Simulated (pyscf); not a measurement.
Thermochemistry of product channels of Li–O–SiH₃ + hydrogen fluoride (HF) on the singlet surface, in kJ/mol, from CCSD(T)/def2-TZVPP + ΔMP2(QZVPP) energies (ideal gas, 1 atm, RRHO with modes under 100 cm⁻¹ raised to 100, one conformer, R ln 2 for chiral ones without a mode under 150 cm⁻¹). Optimised with ωB97X-D3(BJ)/def2-SVP in PySCF. Correlated levels are frozen-core, on RHF or UHF. ΔMP2 is the change of the MP2 total energy from the triple- to the quadruple-zeta basis.

```tsv
products	ΔE	ΔH(298 K)	ΔG(600 K)	ΔG(900 K)
Li–OH + F–SiH₃	+9.6	+12.5	+13.4	+14.4
Li–F + silanol (HO–SiH₃)	-16.4	-13.8	-19.8	-22.2
```

These are energies of the channels, which say nothing of barriers. The CCSD(T) − MP2 part came from Ansatz, without density fitting, on the same reference. The frozen core leaves the outer d or s,p core shells of the metals and heavy elements correlated in the MP2 and CC values, and def2-TZVPP describes them poorly, which can shift differences by a few kcal/mol.
